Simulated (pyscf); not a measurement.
Structures and frequencies: ωB97X-D3(BJ)/def2-SVP in PySCF. MP2 and CC: frozen core, UHF for open shells. ΔMP2 is the change of the MP2 total energy from the triple- to the quadruple-zeta basis.

•H₂C–CH₂–NH₂ → H₃C–CH•–NH₂
Surface: doublet. Broken: C–H. Formed: C–H. Give ΔE‡ and ΔE from CCSD(T)/def2-TZVPP + ΔMP2(QZVPP), relative to the reactant's lowest minimum found.

ΔE‡ = 165.5 kJ/mol, ΔE = -41.4 kJ/mol. Zero-point energy shifts the barrier by -11.7 kJ/mol. It is a hydrogen shift, with an imaginary mode of 1969i cm⁻¹. The same reactants have a lower exit, to H₂C=CH₂ + NH₂• (no saddle counted: cutting one bond, which may have a small barrier of its own, costs +99.7 kJ/mol at ωB97M-D3(BJ)/def2-TZVP, against +158.4 kJ/mol here). One saddle was located; it need not be the lowest between these sides. The CCSD(T) − MP2 part came from Ansatz, without density fitting, on the same reference.
